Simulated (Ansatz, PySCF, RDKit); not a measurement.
Noncovalent pair: C2H2 (SMILES C#C) (first 4 atoms) with C2H2 (SMILES C#C); geometry from A24 set.
(charge 0, multiplicity 1):
```xyz
8

C      0.00000     0.60356    -2.18173
H      0.00000     1.66848    -2.18430
C      0.00000    -0.60356    -2.18173
H      0.00000    -1.66848    -2.18430
C      0.00000     0.00000     1.57830
H      0.00000     0.00000     0.51136
C      0.00000     0.00000     2.78577
H      0.00000     0.00000     3.85018
```

Monomers are frozen at their geometry in the pair; levels with a basis set take the counterpoise correction. Rows marked so take none. RDKit's UFF carries no charges.

Rows in 3-21G, STO-3G carry no dispersion term and start afresh at each structure.

Run with Ansatz (an electronic-structure program) with Gaussian orbitals; PySCF for 3-21G rows, STO-3G rows, the dispersion terms; RDKit for the force fields. Values without a source in brackets are computed.

**Question.** One of these levels gives 0.7 meV for the interaction energy. Name it.
(A) HF/STO-3G (no counterpoise)
(B) B3LYP-D4/def2-TZVPPD
(C) UFF
(D) B3LYP/3-21G (no counterpoise)

**Answer.** C, UFF. The others give -20.7 (HF/STO-3G (no counterpoise)), -86.3 (B3LYP/3-21G (no counterpoise)), -67.2 (B3LYP-D4/def2-TZVPPD)
